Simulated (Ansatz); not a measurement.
Ansatz (a first-principles code) input (CCSD(T)/aug-cc-pV(D+d)Z):
A basis named .json is the Basis Set Exchange file of that set.

Ansatz 0.2 input:
```yaml
crystal:
  periodic: [false, false, false]
  atoms:
    - {symbol: S, position_ang: [-0.00000000, -0.00000000, -1.55270816]}
    - {symbol: C, position_ang: [0.00000000, 0.00000000, 0.00000000]}
    - {symbol: S, position_ang: [0.00000000, 0.00000000, 1.55270816]}
basis:
  gaussian:
    orbitals: aug-cc-pV_D+d_Z.json
magnetization: {spin_polarized: false}
correlation: {method: ccsd_t, electrons: outside_noble_gas}
output: {forces: true}
```

End of the output:

```
mean field: 0.25 GiB planned
mean field evaluation 1: about -22664.8931 eV, gradient 1.1e1 eV
mean field evaluation 2: about -22664.9177 eV, gradient 1.1e1 eV
mean field evaluation 4: about -22665.4341 eV, gradient 3.3e0 eV
mean field evaluation 8: about -22665.4627 eV, gradient 2.8e-4 eV
mean field evaluation 16: about -22665.4620 eV, gradient 4.9e-1 eV
mean field -22665.46273136 eV, -832.9403921751 hartree, gradient 3.0e-6 eV, S^2 0.000000; 0 other end points of the search recorded, 0 dependent functions left out
11 core orbitals not correlated
reference -22665.46273136 eV, -832.9403921751 hartree; 8, 8 occupied and 68, 68 virtual orbitals, 862 factors
densities: 0.32 GiB planned
second order -11.29116024 eV of doubles, -0.00000000 eV of singles
coupled cluster: 0.23 GiB planned
cycle   1  -11.12425479 eV  change    1.7e-1 eV  update   1.2e-1
cycle   2  -11.54137304 eV  change   -4.2e-1 eV  update   4.2e-2
cycle   3  -11.64890636 eV  change   -1.1e-1 eV  update   1.9e-2
cycle   4  -11.63940100 eV  change    9.5e-3 eV  update   5.1e-3
cycle   5  -11.63914936 eV  change    2.5e-4 eV  update   1.9e-3
cycle   6  -11.63832003 eV  change    8.3e-4 eV  update   3.5e-4
cycle   7  -11.63822180 eV  change    9.8e-5 eV  update   1.0e-4
cycle   8  -11.63824077 eV  change   -1.9e-5 eV  update   3.0e-5
cycle   9  -11.63823593 eV  change    4.8e-6 eV  update   8.0e-6
cycle  10  -11.63823100 eV  change    4.9e-6 eV  update   2.3e-6
coupled cluster: 0.23 GiB planned
perturbative correction -0.71935614 eV, -0.0264358504 hartree
the calculation of the forces begins
Total energy: -22677.82031850 eV, -833.3945251260 hartree
Atom 0 at    -0.000000    -0.000000    -1.552708 Å, force     0.000000     0.000000    -1.317557 eV/Å
Atom 1 at     0.000000     0.000000     0.000000 Å, force     0.000000    -0.000000     0.000000 eV/Å
Atom 2 at     0.000000     0.000000     1.552708 Å, force    -0.000000     0.000000     1.317557 eV/Å
Dipole moment:     0.000000    -0.000000    -0.000000 e Å
```
